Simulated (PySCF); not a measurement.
# Which basis set comes closest?

Molecule: SMILES O=C(O)C1CC1, C4H6O2.

Molfile (atoms numbered from 1):
```
C4H6O2
     RDKit          3D

 12 12  0  0  0  0  0  0  0  0999 V2000
    1.8165   -0.0793   -1.7348 O   0  0  0  0  0  0  0  0  0  0  0  0
    1.1703    0.0914   -0.7340 C   0  0  0  0  0  0  0  0  0  0  0  0
    1.6972    0.6434    0.3749 O   0  0  0  0  0  0  0  0  0  0  0  0
   -0.2559   -0.2740   -0.5779 C   0  0  0  0  0  0  0  0  0  0  0  0
   -1.1688    0.5678    0.2823 C   0  0  0  0  0  0  0  0  0  0  0  0
   -0.7677   -0.7837    0.7492 C   0  0  0  0  0  0  0  0  0  0  0  0
    2.6229    0.8373    0.1649 H   0  0  0  0  0  0  0  0  0  0  0  0
   -0.6653   -0.7098   -1.4908 H   0  0  0  0  0  0  0  0  0  0  0  0
   -2.1859    0.7188   -0.0871 H   0  0  0  0  0  0  0  0  0  0  0  0
   -0.7214    1.4326    0.7771 H   0  0  0  0  0  0  0  0  0  0  0  0
   -0.0433   -0.8494    1.5640 H   0  0  0  0  0  0  0  0  0  0  0  0
   -1.4986   -1.5951    0.7123 H   0  0  0  0  0  0  0  0  0  0  0  0
  1  2  2  0
  2  3  1  0
  2  4  1  0
  4  5  1  0
  5  6  1  0
  6  4  1  0
  3  7  1  0
  4  8  1  0
  5  9  1  0
  5 10  1  0
  6 11  1  0
  6 12  1  0
M  END
```

Geometry PBE0-D3(BJ)/def2-SVP throughout; GIAO in PySCF 2.14, gas phase, one conformer, non-relativistic; equivalent atoms averaged; functional PBE0.

Reference values (measured; solution, not stated per compound (mostly CDCl3 or CCl4); Pretsch, Buehlmann, Badertscher, Structure Determination of Organic Compounds, 4th ed. (2009)): δ(C4) = 12.7 ppm, δ(C5/C6) = 8.9 ppm, δ(H8) = 1.59 ppm. Computed shifts are taken against TMS, calculated as an isolated molecule at each level.

Task: How do the basis sets STO-3G, 6-31G, pcSseg-0, 6-31G*, def2-SVP, cc-pVDZ, pcSseg-1, aug-cc-pVDZ, 6-311+G(2d,p), def2-TZVP, cc-pVTZ, IGLO-III, pcSseg-2 perform against the reference? Times are CPU seconds on shared hosts with different chips, so compare them loosely.

Result: 
| basis set | functions | C4 | C5/C6 | H8 | mean abs. error C | abs. error H | core-s |
| --- | --- | --- | --- | --- | --- | --- | --- |
| STO-3G | 36 | 18.2 | 17.8 | 1.55 | 7.2 | 0.04 | 2.6 |
| 6-31G | 66 | 16.6 | 11.3 | 1.44 | 3.2 | 0.15 | 4.9 |
| pcSseg-0 | 66 | 17.1 | 11.9 | 1.27 | 3.7 | 0.32 | 7.5 |
| 6-31G* | 96 | 14.3 | 9.9 | 1.34 | 1.3 | 0.25 | 7 |
| def2-SVP | 114 | 13.6 | 9.2 | 1.17 | 0.6 | 0.42 | 8 |
| cc-pVDZ | 114 | 16.1 | 10.1 | 1.18 | 2.3 | 0.41 | 17 |
| pcSseg-1 | 132 | 14.7 | 10.0 | 1.36 | 1.5 | 0.23 | 9.5 |
| aug-cc-pVDZ | 192 | 15.5 | 9.7 | 1.54 | 1.8 | 0.05 | 34 |
| 6-311+G(2d,p) | 198 | 15.4 | 9.7 | 1.48 | 1.8 | 0.11 | 18 |
| def2-TZVP | 222 | 15.0 | 9.6 | 1.48 | 1.5 | 0.11 | 22 |
| cc-pVTZ | 264 | 14.9 | 9.7 | 1.45 | 1.5 | 0.14 | 54 |
| IGLO-III | 270 | 15.7 | 9.8 | 1.52 | 2.0 | 0.07 | 51 |
| pcSseg-2 | 300 | 16.0 | 10.3 | 1.51 | 2.4 | 0.08 | 33 |

For ¹³C the closest is def2-SVP (0.6 ppm) and the furthest STO-3G (7.2 ppm).

For ¹H the closest is STO-3G (0.04 ppm, with aug-cc-pVDZ practically level) and the furthest def2-SVP (0.42 ppm). Where a smaller basis beats a larger one, errors probably cancel; the largest sets show where the functional converges. One molecule is a small sample, and vibrational and solvent effects are absent from the calculation.

A small basis that lands close on one nucleus may do so by chance; judge by the trend and by all nuclei.
